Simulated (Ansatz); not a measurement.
Mulliken charges of `N=C1OCO1` from PBE/def2-TZVPP in Ansatz (PBE0-D4/def2-TZVP geometry).

```csv
atom,x (Å),y (Å),z (Å),charge (e)
N1,-0.533,1.886,-0.190,-0.227
C2,-0.180,0.703,-0.111,0.182
O3,0.413,-0.084,-1.052,-0.226
C4,0.399,-1.125,-0.084,0.148
O5,-0.221,-0.263,0.865,-0.242
H6,-0.952,2.224,0.669,0.171
H7,1.402,-1.435,0.219,0.097
H8,-0.237,-1.964,-0.372,0.097
```

Q: By hand: the dipole of these point charges (1 e Å = 4.8032 D).

A: Σ q r = (0.058, -0.333, 0.138) e Å, of length 0.365 e Å = 1.75 D.

Q: How does the dipole of the full density compare? (Estimate.)

A: The calculation gave: (0.073, -0.540, 0.282) e Å, 2.95 D; the point charges give 0.59 times that, at 6° from its direction.

Point charges leave out the atoms' own dipoles, such as those of lone pairs, and Mulliken's split depends on the basis, so the two needn't agree.
